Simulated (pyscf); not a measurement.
`[O]=[Ta](=[O])[Cl]` + `[ClH]` → `[O]=[Ta](=[O])[Cl]` + `[ClH]` (four-centre exchange; singlet surface; Cl–Ta, Cl–H broken, Cl–Ta, Cl–H formed). Optimised with ωB97X-D3(BJ)/def2-SVP in PySCF. Energies in kcal/mol from the separated reactants.

```json
[
 {"level": "PBE/def2-TZVP", "barrier": "-18.4", "reaction energy": "0.0"},
 {"level": "r²SCAN/def2-TZVP", "barrier": "___", "reaction energy": "0.0"},
 {"level": "B3LYP-D3(BJ)/def2-TZVP", "barrier": "___", "reaction energy": "0.0"},
 {"level": "PBE0-D3(BJ)/def2-TZVP", "barrier": "-19.0", "reaction energy": "0.0"},
 {"level": "M06-2X/def2-TZVP", "barrier": "-17.7", "reaction energy": "0.0"},
 {"level": "ωB97M-D3(BJ)/def2-TZVP", "barrier": "-16.0", "reaction energy": "0.0"}
]
```

### Question
What belongs in the gaps?

### Answer

- r²SCAN/def2-TZVP, barrier: -19.7
- B3LYP-D3(BJ)/def2-TZVP, barrier: -17.3

On the reactant side the descent ends in an adduct with a Cl–Ta contact, 27.4 kcal/mol under the separated species and 5.9 kcal/mol under the saddle at ωB97X-D3(BJ)/def2-TZVP. On the product side the descent ends in an adduct with a Cl–Ta contact, 27.4 kcal/mol under the separated species and 5.9 kcal/mol under the saddle at ωB97X-D3(BJ)/def2-TZVP. At PBE, r²SCAN, B3LYP-D3(BJ), PBE0-D3(BJ), M06-2X, ωB97M-D3(BJ) the saddle lies under the separated reactants, which points to a path from their complex (located at ωB97X-D3(BJ) alone). At PBE, r²SCAN, B3LYP-D3(BJ), PBE0-D3(BJ), M06-2X, ωB97M-D3(BJ) the saddle lies under the separated products, which points to a path from their complex (located at ωB97X-D3(BJ) alone). What is counted as formed (Cl–Ta) is already present as a longer contact in the reactant adduct; forming that adduct is a step of its own. What is counted as broken (Cl–Ta) persists as a longer contact in the product adduct; parting that adduct is a step of its own. At ωB97X-D3(BJ)/def2-TZVP the barrier from the zero used here is -21.5 kcal/mol. One saddle was located; it need not be the lowest between these sides. Elements past Kr carry the def2 core potentials, without spin-orbit coupling.
